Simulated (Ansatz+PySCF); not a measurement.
Two shapes of singlet SiH₄.

Shape 1:

```xyz
5

Si    0.0000    0.0000    0.0000
H     0.8619    0.8619    0.8619
H     0.8619   -0.8619   -0.8619
H    -0.8619    0.8619   -0.8619
H    -0.8619   -0.8619    0.8619
```

Shape 2:

```xyz
5

Si    0.0000    0.0000    0.0000
H     0.9308    0.9308    0.9308
H     0.9308   -0.9308   -0.9308
H    -0.9308    0.9308   -0.9308
H    -0.9308   -0.9308    0.9308
```

Basis set: def2-SVP (spherical functions). Correlated methods keep 5 orbitals frozen. Charge 0, multiplicity 1.

Computed with Ansatz (development build ahead of 0.2.0); each method stands on the lowest determinant of its kind that the runs found.

Problem. Which shape is lower in energy, and by how much in each method?

Solution.

```tsv
method	E(2) − E(1) (eV)
RHF-MP2	0.570
UHF-MP2	0.570
RHF-CCSD	0.535
RHF-CCSD(T)	0.525
UHF-CCSD(T)	0.525
```

Shape 1 is lower.
